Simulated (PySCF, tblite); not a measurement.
# C5H8O: magnetic properties

Aim: compute the magnetic properties of C5H8O (`C=COC1CC1`).

Programs: tblite 0.8.0 and PySCF 2.14.0, with routines of our own; each step states its level. All values are computed. Atoms count from 0.

### 1 The system as given

14 atoms, charge 0, multiplicity 1; geometry from: force field or distance geometry start.

### 2 Optimising the geometry with GFN2-xTB, one coordinate held

The job: settings as JSON, then the geometry in Å.

```
{"job": {"kind": "relax", "xc": "GFN2-xTB", "basis": "xTB"}, "charge": 0, "multiplicity": 1}
C      2.543600     1.604400     0.747100
C      1.301600     1.139300     0.954100
O      0.540300     0.645900    -0.053500
C     -0.771400     0.236200     0.388600
C     -1.918800     0.676400    -0.459600
C     -1.502900    -0.763100    -0.473000
H      3.140000     1.988400     1.560800
H      2.962200     1.627000    -0.247500
H      0.861700     1.098600     1.948000
H     -0.961900     0.211600     1.471800
H     -1.693000     1.275500    -1.342700
H     -2.851600     0.935000     0.024900
H     -0.994000    -1.138600    -1.339500
H     -2.138500    -1.483700     0.014900
```

The run is started by

```console
$ OMP_NUM_THREADS=1 python excited_run.py task.json out
```

One launch serves the whole session: the jobs run in the order shown.

Log:

```text
step      E/eV     max force
  0    -511.07914    1.777
  1    -511.12788    1.039
  2    -511.15328    0.493
  3    -511.16042    0.226
  4    -511.16426    0.245
  5    -511.16796    0.194
  6    -511.17067    0.157
  7    -511.17162    0.104
  8    -511.17217    0.108
  9    -511.17278    0.109
 10    -511.17342    0.115
 11    -511.17386    0.078
 12    -511.17416    0.060
 13    -511.17448    0.056
 14    -511.17491    0.066
 15    -511.17535    0.062
 16    -511.17568    0.043
 17    -511.17589    0.035
 18    -511.17604    0.031
 19    -511.17617    0.034
 20    -511.17627    0.030
 21    -511.17637    0.032
 22    -511.17648    0.036
 23    -511.17661    0.034
 24    -511.17670    0.030
 25    -511.17675    0.013
 26    -511.17678    0.018
 27    -511.17682    0.020
 28    -511.17688    0.032
 29    -511.17695    0.035
 30    -511.17701    0.022
 31    -511.17704    0.015
 32    -511.17706    0.013
 33    -511.17707    0.015
 34    -511.17709    0.015
 35    -511.17710    0.019
```

It took 0.17 s on 1 thread of Intel Xeon 6975P-C, shared host.

One coordinate is held by a constraint (a dihedral, as typed in the start), so the force along it need not vanish.

Along the way: (not every step is listed)

```
step  energy from step 0 (eV)  largest force (eV/Å)
   0                   0.0000                1.7774
   1                  -0.0487                1.0391
   2                  -0.0741                0.4925
   3                  -0.0813                0.2265
   4                  -0.0851                0.2454
   5                  -0.0888                0.1935
   6                  -0.0915                0.1573
   7                  -0.0925                0.1041
   8                  -0.0930                0.1082
  10                  -0.0943                0.1148
  12                  -0.0950                0.0604
  14                  -0.0958                0.0661
  16                  -0.0965                0.0430
  18                  -0.0969                0.0309
  20                  -0.0971                0.0299
  22                  -0.0973                0.0360
  24                  -0.0976                0.0297
  26                  -0.0976                0.0177
  28                  -0.0977                0.0323
  30                  -0.0979                0.0223
  31                  -0.0979                0.0149
  32                  -0.0979                0.0135
  33                  -0.0979                0.0146
  34                  -0.0980                0.0149
  35                  -0.0980                0.0188
```

Close pairs (by a distance rule), those that changed most:

```
  bond  before (Å)  after (Å)  change (Å)
 O2–C3       1.444      1.397      -0.046
 C0–C1       1.342      1.323      -0.019
 C3–H9       1.100      1.087      -0.013
C4–H10       1.091      1.078      -0.012
 C3–C5       1.509      1.496      -0.012
 C0–H6       1.079      1.072      -0.007
 C3–C4       1.493      1.500      +0.007
C5–H12       1.073      1.078      +0.005
```

The end geometry stands in the next job.

### 3 Magnetic properties: GIAO B3LYP/pcSseg-1

The job: settings as JSON, then the geometry in Å.

```
{"job": {"kind": "mag", "xc": "B3LYP", "basis": "pcSseg-1", "isotopologues": 0}, "charge": 0, "multiplicity": 1}
C      2.522912     1.588993     0.728190
C      1.307590     1.134088     0.988202
O      0.495555     0.645236     0.022274
C     -0.793914     0.256510     0.394063
C     -1.936537     0.680637    -0.479910
C     -1.480688    -0.751622    -0.472546
H      3.150138     1.958473     1.515704
H      2.912272     1.598288    -0.272840
H      0.905795     1.121470     1.998122
H     -0.949709     0.213589     1.468913
H     -1.697754     1.274951    -1.347438
H     -2.875894     0.931237    -0.011990
H     -0.937022    -1.104711    -1.334066
H     -2.104766    -1.495210    -0.001758
```

With the program's defaults for keys left out, this is: GIAO B3LYP/pcSseg-1 magnetisability, rotational g tensor and spin-rotation constants, non-relativistic, gas phase.

Log:

```text
coarse grid: 11480 points
cycle   1  E = -270.3322846974  dE =  8.851e-01  |g| = 6.192e-01  |ddm| = 3.265e+00
cycle   2  E = -270.2703350493  dE =  6.195e-02  |g| = 8.456e-01  |ddm| = 1.086e+00
cycle   3  E = -270.4108133411  dE = -1.405e-01  |g| = 1.037e-01  |ddm| = 6.664e-01
cycle   4  E = -270.4125908468  dE = -1.778e-03  |g| = 3.895e-02  |ddm| = 8.433e-02
cycle   5  E = -270.4128628390  dE = -2.720e-04  |g| = 1.586e-02  |ddm| = 3.684e-02
cycle   6  E = -270.4129226727  dE = -5.983e-05  |g| = 3.788e-03  |ddm| = 1.546e-02
cycle   7  E = -270.4129260363  dE = -3.364e-06  |g| = 8.478e-04  |ddm| = 3.475e-03
final grid: 110224 points
cycle   8  E = -270.4723971990  dE = -3.576e-05  |g| = 6.761e-03  |ddm| = 2.065e-02
cycle   9  E = -270.4723894548  dE =  7.744e-06  |g| = 9.263e-03  |ddm| = 1.104e-02
cycle  10  E = -270.4724073473  dE = -1.789e-05  |g| = 1.390e-03  |ddm| = 6.394e-03
cycle  11  E = -270.4724077314  dE = -3.841e-07  |g| = 2.069e-04  |ddm| = 1.231e-03
cycle  12  E = -270.4724077369  dE = -5.516e-09  |g| = 1.391e-04  |ddm| = 2.660e-04
cycle  13  E = -270.4724077418  dE = -4.906e-09  |g| = 2.353e-05  |ddm| = 1.157e-04
cycle  14  E = -270.4724077420  dE = -1.127e-10  |g| = 8.120e-06  |ddm| = 2.146e-05
converged SCF energy = -270.4724077420

Magnetisability tensor (1e-30 J/T^2)
    -1087.63      -19.39       58.83
      -19.39    -1011.42       34.62
       58.83       34.62     -929.92
isotropic -1009.65   principal values   -1115.68  -1009.79   -903.49
isotropic susceptibility -60.803 1e-6 cm^3/mol

Inertial axes            a          b          c
rot. const./GHz     14.0775     1.8019     1.7717
chi total           -62.809    -60.598    -59.001
chi diamagnetic    -174.291   -769.135   -777.816
chi paramagnetic    111.482    708.537    718.814
quadrupole/D A        0.833     -3.545      2.712
g nuclear            0.7197     0.5978     0.5920
g electronic        -0.7373    -0.5998    -0.5983
g total             -0.0176    -0.0019    -0.0063

Spin-rotation constants (kHz, H = +C I.J)
atom  isotope        aa         bb         cc
  6     1H        0.397     -0.211     -0.108
  7     1H       -1.460     -0.194      0.123
  8     1H       -1.325     -0.190      0.154
  9     1H       -1.323     -0.207      0.068
 10     1H       -1.541     -0.176     -0.009
 11     1H       -1.025     -0.109     -0.149
 12     1H       -1.542     -0.115     -0.069
 13     1H       -0.868     -0.162     -0.115
  0    13C*       4.253      0.271      0.578
  1    13C*       5.017      0.481      0.835
  2    17O*      -3.078     -0.238     -0.277
  3    13C*       2.740      0.449      0.348
  4    13C*       1.598      0.338      0.168
* in the singly substituted isotopologue
```

It took 16 s on 1 thread of Intel Xeon 6975P-C, shared host; peak memory 0.72 GiB.

In short:

```
              quantity                      value
       magnetisability           -1010·10⁻³⁰ J/T²
  molar susceptibility         -60.8·10⁻⁶ cm³/mol
rotational g (a, b, c)  -0.0176, -0.0019, -0.0063
```

Orbitals, density, ELF and potential are computed afterwards from the orbital file.

Frontier orbitals at B3LYP/pcSseg-1, with the share of their density that lies nearest to each atom:

```
orbital  energy (eV)                                      lies on
   HOMO        -6.07                    C0 31 %; O2 28 %; C1 14 %
   LUMO         0.69  C1 34 %; C0 25 %; H6, H7, H8 about 9 % each
```

ELF in a plane through or near 8 of the atoms.

Values, 10 rows by 14 columns:
```
0.00 0.00 0.00 0.00 0.00 0.00 0.00 0.00 0.00 0.00 0.00 0.00 0.00 0.00
0.00 0.00 0.00 0.00 0.00 0.00 0.00 0.00 0.00 0.00 0.00 0.00 0.00 0.00
0.00 0.00 0.00 0.00 0.17 0.98 0.04 0.88 0.56 0.00 0.00 0.00 0.00 0.00
0.00 0.00 0.17 0.15 0.27 1.00 0.13 0.99 0.77 0.01 0.01 0.00 0.00 0.00
0.00 0.00 0.99 0.99 0.39 0.31 0.17 0.54 0.40 0.15 0.05 0.00 0.00 0.00
0.00 0.00 0.92 0.92 0.32 0.45 0.44 0.75 0.58 0.91 0.36 0.01 0.00 0.00
0.00 0.00 0.03 0.80 0.96 0.03 0.89 0.44 0.07 0.44 0.25 0.00 0.00 0.00
0.00 0.00 0.02 0.96 0.99 0.02 0.25 0.04 0.03 0.05 0.02 0.00 0.00 0.00
0.00 0.00 0.00 0.07 0.23 0.00 0.00 0.00 0.00 0.00 0.00 0.00 0.00 0.00
0.00 0.00 0.00 0.00 0.00 0.00 0.00 0.00 0.00 0.00 0.00 0.00 0.00 0.00
```
The map spans 12.7 Å across and 8.0 Å up, centred on the molecule. Atoms in the plane (x, y in Å): C0 (-2.8, -0.3), C1 (-1.7, 0.3), O2 (-0.5, -0.4), C3 (0.7, 0.4), H6 (-3.8, 0.3), H7 (-2.9, -1.4), H8 (-1.6, 1.4), H9 (0.5, 1.4).

On the surface of density 0.002 e/bohr³ the electrostatic potential runs, from the 1st to the 99th percentile, from -1.13 V near O2 to 1.05 V near H9.

### 4 Summary of results

```
                                            quantity                      value
       magnetisability (step 3, GIAO B3LYP/pcSseg-1)           -1010·10⁻³⁰ J/T²
  molar susceptibility (step 3, GIAO B3LYP/pcSseg-1)         -60.8·10⁻⁶ cm³/mol
rotational g (a, b, c) (step 3, GIAO B3LYP/pcSseg-1)  -0.0176, -0.0019, -0.0063
               surface potential, 1st and 99th percentile         -1.13 V and 1.05 V
```

The values above hold for this geometry and these levels alone. Vibrational averaging and real surroundings are missing from these values.
